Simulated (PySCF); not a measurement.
Species: C4H5O2 (doublet state).
Structure used (GFN2-xTB), in Å, numbered top down from 1:
```xyz
11
C4H5O2 angstrom
C     -1.9105   -0.4847   -0.5659
C     -1.0363    0.5528   -0.7004
C      0.2479    0.5846   -0.1801
O      0.7395   -0.4658    0.5302
C      1.9800   -0.4020    1.0167
O      2.7458    0.5119    0.8971
H     -2.8938   -0.4452   -0.9959
H     -1.6351   -1.3717   -0.0245
H     -1.3367    1.4340   -1.2500
H      0.9134    1.4264   -0.3082
H      2.1913   -1.3379    1.5550
```

The hyperfine couplings belong to this conformer and change with its torsions.

As a line formula: `[CH2]/C=C\OC=O` [radical].

Level of theory: UKS B3LYP, pcH-1 on C H O, non-relativistic, mean-field spin-orbit, GIAO (PySCF 2.14.0). The structure is a single GFN2-xTB conformer in the gas phase; no vibrational or solvent corrections. A GFN2-xTB geometry isn't a minimum of the functional, and hyperfine couplings can be far from their values at a DFT geometry. Stability of the SCF solution: not tested. ⟨S²⟩ is 0.775 where a pure state has 0.75.

Largest spin populations (Mulliken): C1 (+0.64), C3 (+0.62) and C2 (-0.25). The positive populations add up to 1.34 and the negative ones to -0.34, together 2S = 1. The angles at C1 add up to 360.0°, so it is planar.

(1) Test a(H) = Q·ρ(C) for the protons on planar carbons with a spin population beyond ±0.08.

(2) Leave H10 and its like out of the fit. How well does the relation then predict its coupling?

Answers

(1) 
```
  H   C    ρ(C)  a(H) (G)  a/ρ (G)
 H7  C1  +0.644    -14.17    -22.0
 H8  C1  +0.644    -13.67    -21.2
 H9  C2  -0.254     +3.75    -14.8
H10  C3  +0.624    -16.17    -25.9
```

A least-squares line through the origin gives Q = -22.6 G with Mulliken populations. In every row coupling and population have opposite signs. Where ρ is negative the coupling is positive.

(2) The other protons give Q = -21.1 G, so a = -21.1 × 0.624 ≈ -13.18 G, against the computed -16.17 G.

Couplings in gauss use g_iso = 2.0027.
